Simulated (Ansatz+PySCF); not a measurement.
Two shapes of singlet C4H6.

Shape 1:

```xyz
10

C     0.0000    0.0000   -2.0611
C     0.0000    0.0000   -0.6061
C     0.0000    0.0000    0.6061
C     0.0000    0.0000    2.0611
H     0.0000   -1.0264   -2.4612
H    -0.8889    0.5132   -2.4612
H     0.8889    0.5132   -2.4612
H     0.0000   -1.0264    2.4612
H     0.8889    0.5132    2.4612
H    -0.8889    0.5132    2.4612
```

Shape 2:

```xyz
10

C     0.0000    0.0000   -2.2260
C     0.0000    0.0000   -0.6546
C     0.0000    0.0000    0.6546
C     0.0000    0.0000    2.2260
H     0.0000   -1.1085   -2.6581
H    -0.9600    0.5543   -2.6581
H     0.9600    0.5543   -2.6581
H     0.0000   -1.1085    2.6581
H     0.9600    0.5543    2.6581
H    -0.9600    0.5543    2.6581
```

Basis set: def2-SVP (spherical functions). Correlated methods keep 4 orbitals frozen. Charge 0, multiplicity 1.

Computed with Ansatz (development build ahead of 0.2.0); each method stands on the lowest determinant of its kind that the runs found.

Question: Which shape is lower in energy, and by how much in each method?

Answer:

```json
{"method": "RHF", "E(2) − E(1) (eV)": "1.934"}
{"method": "UHF", "E(2) − E(1) (eV)": "1.868"}
{"method": "RHF-MP2", "E(2) − E(1) (eV)": "1.373"}
{"method": "UHF-MP2", "E(2) − E(1) (eV)": "2.109"}
{"method": "RHF-CCSD", "E(2) − E(1) (eV)": "1.384"}
```

Shape 1 is lower. Caution for UHF, UHF-MP2: the unrestricted determinant is spin contaminated; the determinant breaks the point group. Caution for UHF-MP2: another reference gives a lower total.
